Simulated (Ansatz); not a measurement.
A (111) slab of Au (Fm-3m (No. 225)), 5 planes, outer planes Au (top) and Au (bottom), with 5 atoms (Au5) in a surface cell of A = 7.098 Å², as cut from the bulk:

```
Au
1.0
     2.86282    0.00000    0.00000
    -1.43141    2.47927    0.00000
     0.00000    0.00000   24.34992
Au
5
Direct
  0.66667 0.33333 0.30801
  0.33333 0.66667 0.40400
  0.00000 0.00000 0.50000
  0.66667 0.33333 0.59600
  0.33333 0.66667 0.69199
```

All numbers below come from Ansatz 0.2.0, DFT LDA, scalar-relativistic, plane waves, PAW. Cutoff 420 eV; k points 12×12×1 on the computed 5-atom cell (Γ-centred); Gaussian smearing, width 0.10 eV; no spin polarisation.

Against the same 5 atoms in the bulk, the slab as cut lies 1.006 eV higher and the relaxed slab 1.003 eV higher.

Problem. Work out the surface energy before and after relaxation.

Solution. The slab has two faces, so γ = (E_slab − N·E_bulk)/(2A), the mean of both. As cut: 1.006/(2 × 7.098) = 0.0709 eV/Å², and 1 eV/Å² = 16.02 J/m², so γ = 1.14 J/m². Relaxed: 1.003/(2 × 7.098) = 0.0707 eV/Å² = 1.13 J/m². Relaxation recovers 0.3 % of the cost of cutting.

Problem. A cut through this plane breaks about 3 nearest-neighbour bonds a surface cell. What does each broken bond cost, before relaxation?

Solution. One cut makes two faces and costs 2γA = 1.006 eV, shared by 3 bonds: 0.34 eV a bond. In a metal this is less than the cohesive energy a bond, since the bonds that remain at the surface strengthen.

Problem. What is the ideal work of this cut, per area?

Solution. Griffith's ideal work is 2γ: 2.27 J/m² if the new faces stay rigid, 2.26 J/m² if they relax. One thickness was run, 5 planes, so γ can still shift with it.